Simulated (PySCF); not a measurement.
## How far each method lies from full CI for HAlB, quartet

Geometry: that of the HAlB, doublet, kept fixed.

```json
{"atom": "B", "x (Å)": "0.0000", "y (Å)": "-0.1388", "z (Å)": "1.5159"}
{"atom": "Al", "x (Å)": "0.0000", "y (Å)": "0.0968", "z (Å)": "-0.5473"}
{"atom": "H", "x (Å)": "0.0000", "y (Å)": "-1.1027", "z (Å)": "-1.6081"}
```

Basis 6-31G; PySCF 2.14.0. Only valence electrons are correlated (noble-gas cores frozen), which leaves 7 electrons in 18 orbitals. Prefix R: restricted or restricted open-shell reference; prefix U: unrestricted.

Full CI is exact within this basis and frozen core; it isn't the basis-set limit. The frozen core follows each run's orbitals, which can shift R against U totals by a few meV.

The UHF ⟨S²⟩ is 3.765, the T1 diagnostic (ROHF- or RHF-based CCSD) is 0.0738 and the largest doubles amplitude (ROHF- or RHF-based CCSD) is 0.107. The T1 diagnostic (UCCSD) is 0.0643.

| level | E − E(full CI) (meV) | share of correlation (%) | wall time |
| --- | --- | --- | --- |
| RHF | 2218 | 0.00 | – |
| UHF | 2167 | 2.28 | – |
| RMP2 | 870 | 60.77 | – |
| UMP2 | 846 | 61.83 | – |
| RCCSD | 106 | 95.20 | – |
| UCCSD | 104 | 95.31 | – |
| RCCSD(T) | 41 | 98.17 | 0.46 s |
| UCCSD(T) | 40 | 98.22 | 0.29 s |
| RCCSDT | 7 | 99.67 | 4.7 s |
| UCCSDT | 7 | 99.68 | 4.6 s |

The correlation energy at full CI, counted from RHF, is -2.218 eV. The search over symmetries took 85 s on 1 thread of Arm Neoverse V1, shared host; the state has 658,896 determinants.

Times are those of the correlated step on a shared host, with one SCF added for the restricted CCSD run; they ran on 1 thread of Arm Neoverse V1.

The full-CI state has the irrep A'' of Cs, in the program's axes.

Natural occupations of full CI about the gap: 1.955 1.925 0.994 0.972 0.969 0.065 0.046 0.031 0.020 0.006; effectively unpaired electrons, Σ n²(2−n)², 3.05.
